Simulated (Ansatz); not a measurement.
# SiNH5 (SMILES [H][Si]([H])([H])N): levels of theory compared

We compute a comparison of 6 runs (UHF/STO-3G, PBE/STO-3G, PBE0/STO-3G, SVWN5/STO-3G, CCSDT(Q)/STO-3G, FCI/STO-3G) of SiNH5. 

The results are computed with Ansatz 0.2.0.

49 further runs of the same task are left out: 49 set aside as unsound or not needed.

## 1. The structure to begin with

SiNH5: 7 atoms, total charge 0, spin state singlet. As SMILES, `[H][Si]([H])([H])N`. The H5–Si1 distance was set to 2.921 Å, away from the relaxed value. At this shape a bond of the SMILES string is far longer than usual.

Bond lengths: Si1–N2 1.723 Å, N2–H3 1.007 Å, N2–H4 1.007 Å, Si1–H6 1.461 Å, Si1–H7 1.472 Å. Angles: Si1–N2–H3 118.6°, Si1–N2–H4 118.6°, N2–Si1–H6 105.1°, N2–Si1–H7 115.3°, H3–N2–H4 109.5°, H6–Si1–H7 109.1°.

## 2. A single-point energy at UHF/STO-3G (run 1)

Contents of job.yaml:

```yaml
crystal:
  periodic: [false, false, false]
  atoms:
    - {symbol: Si, position_ang: [-1.389162, 0.014680, -0.230429]}
    - {symbol: "N", position_ang: [-1.297812, 0.190990, 1.481121]}
    - {symbol: H, position_ang: [-0.680792, -0.415890, 1.996351]}
    - {symbol: H, position_ang: [-2.152132, 0.319700, 1.998411]}
    - {symbol: H, position_ang: [1.387750, -0.009920, -1.135540]}
    - {symbol: H, position_ang: [-2.136392, 1.181650, -0.693539]}
    - {symbol: H, position_ang: [-2.062292, -1.207410, -0.701009]}
basis:
  gaussian:
    orbitals: STO-3G
total_charge: 0
magnetization:
  spin_polarized: true
  initial_magnetization: 0
hamiltonian:
  xc: hf
accuracy: high
```

Launch:

```
$ ansatz run job.yaml --threads 1 --pin off --max-ram 2610MiB --events-out events.jsonl --progress --plain --runs-dir runs
```

Log:

```text
Warning: RAYON_NUM_THREADS=1 ignored (pool sized by the plan → 1); use --threads N
Functional definition: HF
  name "HF"
  exchange = exact_x
  correlation = 0
335 factors; integrals over basis functions are off by at most 1.0e-8 eV
mean field evaluation 1: about -9301.1886 eV, gradient 1.4e1 eV
mean field evaluation 2: about -9301.2202 eV, gradient 1.4e1 eV
mean field evaluation 4: about -9305.0599 eV, gradient 1.3e0 eV
mean field evaluation 8: about -9305.0773 eV, gradient 1.6e-2 eV
mean field evaluation 16: about -9305.8026 eV, gradient 4.6e0 eV
mean field evaluation 32: about -9308.4625 eV, gradient 4.1e-4 eV
mean field -9308.50940089 eV, -342.0814109483 hartree, gradient 1.7e-8 eV, S^2 0.956644; 4 other end points of the search recorded, 0 dependent functions left out
reference -9308.50940089 eV, -342.0814109483 hartree; 13, 13 occupied and 6, 6 virtual orbitals, 335 factors
Total energy: -9308.50940089 eV, -342.0814109483 hartree
```

Wall time 0.16 s (1 thread of Arm Neoverse V2, shared host).

## 3. The energy at PBE/STO-3G (run 2)

Contents of molecule.yaml:

```yaml
crystal:
  periodic: [false, false, false]
  atoms:
    - symbol: Si
      position_ang: [-1.389162, 0.014680, -0.230429]
    - symbol: N
      position_ang: [-1.297812, 0.190990, 1.481121]
    - symbol: H
      position_ang: [-0.680792, -0.415890, 1.996351]
    - symbol: H
      position_ang: [-2.152132, 0.319700, 1.998411]
    - symbol: H
      position_ang: [1.387750, -0.009920, -1.135540]
    - symbol: H
      position_ang: [-2.136392, 1.181650, -0.693539]
    - symbol: H
      position_ang: [-2.062292, -1.207410, -0.701009]
basis:
  gaussian:
    orbitals: STO-3G
hamiltonian:
  xc: {name: PBE}
accuracy: high
```

Launch:

```
$ ansatz run molecule.yaml --threads 1 --pin off --max-ram 2610MiB --events-out events.jsonl --progress --plain --runs-dir runs
```

Log:

```text
Warning: RAYON_NUM_THREADS=1 ignored (pool sized by the plan → 1); use --threads N
Functional definition: PBE
  name "PBE"
  parameter kappa = 0.804
  parameter beta = 0.06672455060314922
  exchange = pbe_x(kappa = kappa, mu = beta*pi^2/3)
  correlation = pbe_c(beta = beta)
335 factors; integrals over basis functions are off by at most 1.0e-8 eV
mean field evaluation 1: about -9317.7358 eV, gradient 3.2e1 eV
mean field evaluation 2: about -9307.5750 eV, gradient 4.2e1 eV
mean field evaluation 4: about -9322.0985 eV, gradient 1.9e1 eV
mean field evaluation 8: about -9325.1027 eV, gradient 7.7e0 eV
mean field evaluation 16: about -9325.3988 eV, gradient 3.2e-8 eV
mean field -9325.39880354 eV, -342.7020850476 hartree, gradient 2.4e-8 eV, S^2 0.000000; 0 other end points of the search recorded, 0 dependent functions left out
reference -9325.39880574 eV, -342.7020851286 hartree; 13, 13 occupied and 6, 6 virtual orbitals, 335 factors
Total energy: -9325.39880574 eV, -342.7020851286 hartree
```

It took 1.2 s on 1 thread of Arm Neoverse V2, shared host; peak memory 0.098 GiB.

Run 3 isn't shown in full; the table further down has it.

## 4. A single-point energy at SVWN5/STO-3G (run 4)

Contents of run.yaml:

```yaml
crystal:
  periodic: [false, false, false]
  atoms:
    - symbol: Si
      position_ang: [-1.389162, 0.014680, -0.230429]
    - symbol: "N"
      position_ang: [-1.297812, 0.190990, 1.481121]
    - symbol: H
      position_ang: [-0.680792, -0.415890, 1.996351]
    - symbol: H
      position_ang: [-2.152132, 0.319700, 1.998411]
    - symbol: H
      position_ang: [1.387750, -0.009920, -1.135540]
    - symbol: H
      position_ang: [-2.136392, 1.181650, -0.693539]
    - symbol: H
      position_ang: [-2.062292, -1.207410, -0.701009]
basis:
  gaussian:
    orbitals: STO-3G
total_charge: 0
hamiltonian:
  xc: {name: SVWN5}
accuracy: high
```

Launch:

```
$ ansatz run run.yaml --threads 1 --pin off --max-ram 2610MiB --events-out events.jsonl --progress --plain --runs-dir runs
```

Log:

```text
Warning: RAYON_NUM_THREADS=1 ignored (pool sized by the plan → 1); use --threads N
Functional definition: SVWN5
  name "SVWN5"
  exchange = slater_x
  correlation = vwn5_c
335 factors; integrals over basis functions are off by at most 1.0e-8 eV
mean field evaluation 1: about -9278.4428 eV, gradient 3.3e1 eV
mean field evaluation 2: about -9267.9303 eV, gradient 4.4e1 eV
mean field evaluation 4: about -9281.6602 eV, gradient 2.0e1 eV
mean field evaluation 8: about -9285.4303 eV, gradient 6.5e0 eV
mean field evaluation 16: about -9285.6192 eV, gradient 1.2e-8 eV
mean field -9285.61918383 eV, -341.2402109868 hartree, gradient 3.0e-8 eV, S^2 0.000000; 0 other end points of the search recorded, 0 dependent functions left out
reference -9285.61918596 eV, -341.2402110653 hartree; 13, 13 occupied and 6, 6 virtual orbitals, 335 factors
Total energy: -9285.61918596 eV, -341.2402110653 hartree
```

It took 0.78 s on 1 thread of Arm Neoverse V2, shared host; peak memory 0.094 GiB.

Run 5 isn't shown in full; the table further down has it.

## 5. A single-point energy at FCI/STO-3G (run 6)

Contents of job.yaml:

```yaml
crystal:
  periodic: [false, false, false]
  atoms:
    - {symbol: Si, position_ang: [-1.389162, 0.014680, -0.230429]}
    - {symbol: N, position_ang: [-1.297812, 0.190990, 1.481121]}
    - {symbol: H, position_ang: [-0.680792, -0.415890, 1.996351]}
    - {symbol: H, position_ang: [-2.152132, 0.319700, 1.998411]}
    - {symbol: H, position_ang: [1.387750, -0.009920, -1.135540]}
    - {symbol: H, position_ang: [-2.136392, 1.181650, -0.693539]}
    - {symbol: H, position_ang: [-2.062292, -1.207410, -0.701009]}
basis:
  gaussian: {orbitals: STO-3G}
correlation: {method: fci, frozen_orbitals: {H: 0, "N": 1, Si: 5}}
accuracy: high
```

Launch:

```
$ ansatz run job.yaml --threads 1 --pin off --max-ram 2610MiB --events-out events.jsonl --progress --plain --runs-dir runs
```

Log, cut to the lines that bear on the results:

```text
Warning: RAYON_NUM_THREADS=1 ignored (pool sized by the plan → 1); use --threads N
[... 2 set-up lines as earlier in the session ...]
[...]
335 factors; integrals over basis functions are off by at most 1.0e-8 eV
[...]
mean field -9305.07732327 eV, -341.9552844221 hartree, gradient 2.8e-8 eV, S^2 0.000000; 1 other end points of the search recorded, 0 dependent functions left out; unrestricted orbitals would lower it
unrestricted determinant -9308.50940089 eV, -342.0814109483 hartree, S^2 0.9566
6 core orbitals not correlated: weight in the atoms' cores, before any rotation towards them, 1.000 or more for the frozen orbitals, at most 0.000 for the correlated occupied ones
reference -9305.07732327 eV, -341.9552844221 hartree; 7, 7 occupied and 6, 6 virtual orbitals, 335 factors
state -9311.49775501 eV, -342.1912309366 hartree
Total energy: -9311.49775501 eV, -342.1912309366 hartree
```

Run time: 12 s. Hardware: 1 thread of Arm Neoverse V2, shared host; peak memory 0.28 GiB.

## 6. All runs side by side

| run | level | frozen core orbitals | energy (Eh) | wall time |
| --- | --- | --- | --- | --- |
| 1 | UHF/STO-3G | – | -342.081411 | 0.16 s |
| 2 | PBE/STO-3G | – | -342.702085 | 1.2 s |
| 3 | PBE0/STO-3G | – | -342.739168 | 1.1 s |
| 4 | SVWN5/STO-3G | – | -341.240211 | 0.78 s |
| 5 | CCSDT(Q)/STO-3G | 6 | -342.191158 | 0.32 s |
| 6 | FCI/STO-3G | 6 | -342.191231 | 12 s |

## 7. Results

```
                                          quantity          value
                               run 6: total energy  -342.19123 Eh
run 6: correlation energy (6 core orbitals frozen)     -235.9 mEh
```

**Reading.** Against full CI in this basis: UHF +109.8 mEh; CCSDT(Q) +0.1 mEh. Totals of different functionals can't be ranked against each other. In run 5 the log says that unrestricted orbitals would lower the reference, so the values rest on an unstable closed-shell determinant (other closed-shell runs at this shape may share the fault). In runs 1, 2, 3, 4, 5, 6 the basis is minimal, so the values are rough. In runs 2, 3, 4 a closed-shell determinant meets a far-stretched bond, which it describes badly. Spin contamination of the reference: run 1 ⟨S²⟩ = 0.96. Where it is this large, the reference is a mixture of spin states, and values that rest on it are in doubt. All runs together took 15 s, the longest 12 s.
